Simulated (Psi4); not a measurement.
# One shape, several levels: [PH2]− (phosphanide)

We compute a comparison of 4 runs (HF/3-21G, HF/def2-SVP, B3LYP/6-31G*, A-CCSD(T)/6-31G**) of [PH2]− (phosphanide). 

Program for the calculation: Psi4 1.11.

7 further runs of the same task are left out: 3 that didn't finish, 4 set aside as unsound or not needed.

**1. The molecule**

[PH2]−: 3 atoms, total charge -1, spin state singlet. As SMILES, `[PH2-]`. The coordinates come from a GFN2-xTB relaxation.

Bond lengths: P1–H2 1.345 Å, P1–H3 1.345 Å. Angles: H2–P1–H3 91.0°.

**2. Energy and forces at HF/3-21G (run 1)**

The input, job.dat:

```
memory 1600 MB

molecule system {
  -1 1
  P      0.498920    -0.293580     0.245050
  H      0.105590     0.990220     0.165130
  H     -0.604500    -0.696650    -0.410180
  units angstrom
  symmetry c1
  no_reorient
  no_com
}

set {
  basis 3-21G
  puream true
  e_convergence 1e-09
  d_convergence 1e-08
  scf_type pk
}

E, wfn = gradient("hf", return_wfn=True)
oeprop(wfn, "DIPOLE", "LOWDIN_CHARGES", "MULLIKEN_CHARGES")
```

Command:

```bash
$ psi4 job.dat job.out -n 1
```

job.out:

```text
[...]
  Running in c1 symmetry.
[...]
  Nuclear repulsion =   12.078193179372086
[...]
  Multiplicity = 1
[...]
  Nalpha       = 9
  Nbeta        = 9
[...]
    Number of basis functions: 17
[...]
   @RHF iter   1:  -340.04014995823462   -3.15301e-01   1.60493e-02 ADIIS/DIIS
[...]
   @RHF iter   9:  -340.10086513856351   -2.84217e-13   9.59189e-10 DIIS
[...]
    Orbital Energies [Eh]
    ---------------------
    Doubly Occupied:
       1A    -79.044619     2A     -7.117579     3A     -5.004156
       4A     -5.002497     5A     -4.998983     6A     -0.554420
       7A     -0.245876     8A     -0.120138     9A     -0.014860
[...]
  @RHF Final Energy:  -340.10086513856351
   => Energetics <=
    Nuclear Repulsion Energy =             12.0781931793720858
    One-Electron Energy =                -500.1518623751216523
    Two-Electron Energy =                 147.9728040571860674
    Total Energy =                       -340.1008651385635062
[...]
  -Total Gradient:
     Atom            X                  Y                   Z
    ------   -----------------  -----------------  -----------------
       1       -0.052240451726     0.030755820559    -0.025656910242
       2        0.010919803011    -0.051504539276     0.000511355721
       3        0.041320648717     0.020748718717     0.025145554521
[...]
 Multipole Moments:
 ------------------------------------------------------------------------------------
     Multipole            Electronic (a.u.)      Nuclear  (a.u.)        Total (a.u.)
 ------------------------------------------------------------------------------------
 L = 1.  Multiply by 2.5417464519 to convert [e a0] to [Debye]
 Dipole X            :        -14.3447462           13.1995291           -1.1452171
 Dipole Y            :          8.4409380           -7.7670200            0.6739180
 Dipole Z            :         -7.0455659            6.4830834           -0.5624825
 Magnitude           :                                                    1.4429394
[...]
  Mulliken Charges: (a.u.)
   Center  Symbol    Alpha    Beta     Spin     Total
       1     P     7.80774  7.80774  0.00000 -0.61547
       2     H     0.59613  0.59613  0.00000 -0.19226
       3     H     0.59613  0.59613  0.00000 -0.19226
   Total alpha =  9.00000, Total beta =  9.00000, Total charge = -1.00000
  Lowdin Charges: (a.u.)
   Center  Symbol    Alpha    Beta     Spin     Total
       1     P     7.87691  7.87691  0.00000 -0.75382
       2     H     0.56155  0.56155  0.00000 -0.12309
       3     H     0.56155  0.56155  0.00000 -0.12309
[...]
```

Run time: 2.7 s. Hardware: 1 thread of AMD EPYC 7R43 (Zen 3), shared host; peak memory 0.18 GiB.

**3. Energy and gradient at HF/def2-SVP (run 2)**

The input, h2p.json:

```json
{
 "schema_name": "qcschema_input",
 "schema_version": 1,
 "molecule": {
  "schema_name": "qcschema_molecule",
  "schema_version": 2,
  "symbols": ["P", "H", "H"],
  "geometry": [0.94282216, -0.5547858, 0.46307739, 0.19953618, 1.8712446, 0.31205047, -1.14233944, -1.3164777, -0.77512786],
  "molecular_charge": -1,
  "molecular_multiplicity": 1,
  "fix_symmetry": "c1",
  "fix_com": true,
  "fix_orientation": true
 },
 "driver": "gradient",
 "model": {
  "method": "scf",
  "basis": "def2-SVP"
 },
 "keywords": {
  "puream": true,
  "e_convergence": 1e-09,
  "d_convergence": 1e-08,
  "scf_type": "pk",
  "scf_properties": ["QUADRUPOLE", "MAYER_INDICES", "DIPOLE"]
 }
}
```

Command:

```bash
$ psi4 --qcschema h2p.json -n 1 --memory 1600MB
```

stdout:

```text
[...]
  Running in c1 symmetry.
[...]
  Nuclear repulsion =   12.078193184962933
[...]
  Multiplicity = 1
[...]
  Nalpha       = 9
  Nbeta        = 9
[...]
    Number of basis functions: 28
[...]
   @RHF iter   1:  -341.67587625607865   -3.22003e-01   9.26419e-03 DIIS/ADIIS
[...]
   @RHF iter   9:  -341.73316684655043   -1.19371e-12   6.36230e-09 DIIS
[...]
    Orbital Energies [Eh]
    ---------------------
    Doubly Occupied:
       1A    -79.574030     2A     -7.145993     3A     -5.046641
       4A     -5.045528     5A     -5.042784     6A     -0.533894
       7A     -0.241257     8A     -0.121497     9A     -0.006519
[...]
  @RHF Final Energy:  -341.73316684655043
   => Energetics <=
    Nuclear Repulsion Energy =             12.0781931849629327
    One-Electron Energy =                -502.1064294184031951
    Two-Electron Energy =                 148.2950693868898497
    Total Energy =                       -341.7331668465504322
[...]
 Multipole Moments:
 ------------------------------------------------------------------------------------
     Multipole            Electronic (a.u.)      Nuclear  (a.u.)        Total (a.u.)
 ------------------------------------------------------------------------------------
 L = 1.  Multiply by 2.5417464519 to convert [e a0] to [Debye]
 Dipole X            :        -14.1887799           13.1995291           -0.9892507
 Dipole Y            :          8.3491601           -7.7670201            0.5821400
 Dipole Z            :         -6.9689612            6.4830835           -0.4858777
 Magnitude           :                                                    1.2464274
 L = 2.  Multiply by 1.3450342976 to convert [e a0^2] to [Debye ang]
 Quadrupole XX       :        -30.2784523           14.6784585          -15.5999938
 Quadrupole XY       :          6.8386157           -5.9687198            0.8698959
[...]
  -Total Gradient:
     Atom            X                  Y                   Z
    ------   -----------------  -----------------  -----------------
       1       -0.047151789206     0.027761692148    -0.023157521739
       2        0.010470476612    -0.045030834178     0.000958999031
       3        0.036681312592     0.017269142031     0.022198522708
[...]
```

The result, in JSON:

```text
{
 "driver": "gradient",
 "model": {
  "method": "scf",
  "basis": "def2-SVP"
 },
 "success": true,
 "return_result": [-0.04715178920616003, 0.02776169214788704, -0.02315752173936038, 0.01047047661248815, -0.04503083417779369, 0.0009589990308470093, 0.03668131259186286, 0.017269142030902122, 0.02219852270784156],
 "properties": {
  "calcinfo_nbasis": 28,
  "calcinfo_nmo": 28,
  "calcinfo_nalpha": 9,
  "calcinfo_nbeta": 9,
  "calcinfo_natom": 3,
  "nuclear_repulsion_energy": 12.078193184962933,
  "return_energy": -341.73316684655043,
  "return_gradient": [-0.04715178920616003, 0.02776169214788704, -0.02315752173936038, 0.01047047661248815, -0.04503083417779369, 0.0009589990308470093, 0.03668131259186286, 0.017269142030902122, 0.02219852270784156],
  "scf_one_electron_energy": -502.1064294184032,
  "scf_two_electron_energy": 148.29506938688985,
  "scf_dipole_moment": [-0.9892507276971934, 0.5821400290732965, -0.4858777429488983],
  "scf_total_energy": -341.73316684655043,
  "scf_total_gradient": [-0.04715178920616003, 0.02776169214788704, -0.02315752173936038, 0.01047047661248815, -0.04503083417779369, 0.0009589990308470093, 0.03668131259186286, 0.017269142030902122, 0.02219852270784156],
  "scf_iterations": 9
 }
}
```

It took 2.6 s on 1 thread of AMD EPYC 7R43 (Zen 3), shared host; peak memory 0.19 GiB.

Run 3 isn't shown in full; the table further down has it.

**4. The energy at A-CCSD(T)/6-31G(d,p) (DKH3, Cholesky decomposition, Cholesky for correlation, Cartesian functions) (run 4)**

The input, calc.py:

```python
import psi4

psi4.set_memory(1600000000)
psi4.set_num_threads(1)
psi4.set_output_file('run.log', False)

m = psi4.geometry("""
-1 1
P      0.498920    -0.293580     0.245050
H      0.105590     0.990220     0.165130
H     -0.604500    -0.696650    -0.410180
no_reorient
no_com
""")

options = {'basis': '6-31G**', 'scf_type': 'cd', 'cc_type': 'cd', 'relativistic': 'dkh', 'dkh_order': 3}
psi4.set_options(options)

E = psi4.energy('a-ccsd(t)')
print(f'a-ccsd(t) energy: {E:.10f} Eh')
for k, v in sorted(psi4.core.scalar_variables().items()):
    print(f'{k:45s} {v:18.10f}')
```

Command:

```bash
$ python calc.py
```

run.log:

```text
[...]
  Running in c1 symmetry.
[...]
  Nuclear repulsion =   12.078193179372086
[...]
  Multiplicity = 1
[...]
  Nalpha       = 9
  Nbeta        = 9
[...]
    Number of basis functions: 29
[...]
   @RHF iter   1:  -342.48663122575113   -3.43430e-01   9.07222e-03 ADIIS/DIIS
[...]
   @RHF iter   9:  -342.55010587135098   -1.47793e-12   4.63283e-09 DIIS
[...]
    Orbital Energies [Eh]
    ---------------------
    Doubly Occupied:
       1A    -79.853443     2A     -7.210943     3A     -5.073784
       4A     -5.072595     5A     -5.070092     6A     -0.552249
       7A     -0.254453     8A     -0.133483     9A     -0.016467
[...]
  @RHF Final Energy:  -342.55010587135098
   => Energetics <=
    Nuclear Repulsion Energy =             12.0781931793720858
    One-Electron Energy =                -502.7815818720205243
    Two-Electron Energy =                 148.1532828212975232
    Total Energy =                       -342.5501058713509224
[...]
 Multipole Moments:
 ------------------------------------------------------------------------------------
     Multipole            Electronic (a.u.)      Nuclear  (a.u.)        Total (a.u.)
 ------------------------------------------------------------------------------------
 L = 1.  Multiply by 2.5417464519 to convert [e a0] to [Debye]
 Dipole X            :        -14.3159196           13.1995291           -1.1163905
 Dipole Y            :          8.4239923           -7.7670200            0.6569723
 Dipole Z            :         -7.0312511            6.4830834           -0.5481677
 Magnitude           :                                                    1.4065661
[...]
	Warning: cc_lambda option is changed to TRUE
	For this residual convergence, default PCG convergence is:     1.00e-07
[...]
	CD-MP2 Total Energy (a.u.)         :  -342.68057209367356
[...]
	CD-CCSD Total Energy (a.u.)        :  -342.70192162378618
[...]
```

The script printed:

```text
a-ccsd(t) energy: -342.7050811786 Eh
A-(T) CORRECTION ENERGY                            -0.0031595548
A-CCSD(T) CORRELATION ENERGY                       -0.1549753073
A-CCSD(T) TOTAL ENERGY                           -342.7050811786
CCSD CORRELATION ENERGY                            -0.1518157524
CCSD DOUBLES ENERGY                                -0.1518157524
CCSD SINGLES ENERGY                                 0.0000000000
CCSD TOTAL ENERGY                                -342.7019216238
CURRENT CORRELATION ENERGY                         -0.1549753073
CURRENT ENERGY                                   -342.7050811786
CURRENT REFERENCE ENERGY                         -342.5501058714
DD SOLVATION ENERGY                                 0.0000000000
HF KINETIC ENERGY                                 342.2431561113
HF POTENTIAL ENERGY                              -684.7932619826
HF TOTAL ENERGY                                  -342.5501058714
HF VIRIAL RATIO                                     2.0008968763
MP2 CORRELATION ENERGY                             -0.1304662223
MP2 DOUBLES ENERGY                                 -0.1304662223
MP2 SINGLES ENERGY                                  0.0000000000
MP2 TOTAL ENERGY                                 -342.6805720937
NAUX (SCF)                                        126.0000000000
NUCLEAR REPULSION ENERGY                           12.0781931794
ONE-ELECTRON ENERGY                              -502.7815818720
PCM POLARIZATION ENERGY                             0.0000000000
PE ENERGY                                           0.0000000000
SCF ITERATION ENERGY                             -342.5501058714
SCF ITERATIONS                                      9.0000000000
SCF TOTAL ENERGY                                 -342.5501058714
SCS(N)-MP2 CORRELATION ENERGY                     342.5628489376
SCS(N)-MP2 TOTAL ENERGY                             0.0127430663
SCS-MP2 CORRELATION ENERGY                        342.4938761071
SCS-MP2 TOTAL ENERGY                               -0.0562297642
SOS-MP2 CORRELATION ENERGY                        342.5368012003
SOS-MP2 TOTAL ENERGY                               -0.0133046710
TWO-ELECTRON ENERGY                               148.1532828213
```

It took 5.1 s on 1 thread of AMD EPYC 7R43 (Zen 3), shared host; peak memory 0.19 GiB.

**5. All runs side by side**

```csv
run,level,integration grid,task,energy (Eh),HOMO energy (eV),LUMO energy (eV),HOMO–LUMO gap (eV),wall time
1,HF/3-21G,–,gradient,-340.100865,-0.40,12.42,12.82,2.7 s
2,HF/def2-SVP,–,gradient,-341.733167,-0.18,12.18,12.36,2.6 s
3,B3LYP/6-31G* (spherical functions),99 radial × 590 angular,gradient,-342.517644,2.17,8.10,5.93,5.7 s
4,"A-CCSD(T)/6-31G** (DKH3, Cholesky decomposition, Cholesky for correlation, Cartesian functions)",–,energy,-342.705081,-0.45,11.54,11.98,5.1 s
```

**6. Summary of results**

| quantity | value |
| --- | --- |
| run 4: total energy | -342.70508 Eh |
| run 4: HOMO energy (Hartree–Fock orbitals) | -0.45 eV |
| run 4: LUMO energy (Hartree–Fock orbitals) | 11.54 eV |
| run 4: HOMO–LUMO gap (to an unbound level, set by the basis) | 11.98 eV |
| run 4: correlation energy | -155.0 mEh |

In words: Over runs 1, 2, 3 the HOMO–LUMO gap runs from 5.93 eV (B3LYP/6-31G*) to 12.82 eV (HF/3-21G). The two ends differ in method and basis. The empty levels of an anion lie above zero and hang on the basis. Some runs of one species differ in core potentials or relativity; totals across that change don't compare. In run 3 the HOMO lies above zero, so the outermost electron may be held by the basis alone. All runs together took 16 s, the longest 5.7 s.
